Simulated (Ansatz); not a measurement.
```
atom    x (Å)    y (Å)    z (Å)
  Mg  -0.0009  -0.0005  -0.6990
   O  -0.0002  -0.0009   1.0483
```

RHF-MP2 on singlet MgO was run in several spherical basis sets with Ansatz (development build ahead of 0.2.0). Frozen core: 2 orbitals.

Problem. Rank the basis sets by the total energy that they give, lowest first, with the distance from the lowest.
A. cc-pVDZ
B. 6-31G(d)
C. cc-pVTZ

Solution. C (0.00 eV), A (2.94 eV), B (3.53 eV).

Totals follow the description of the cores as much as that of the bonds, so this order isn't one of quality for chemistry.
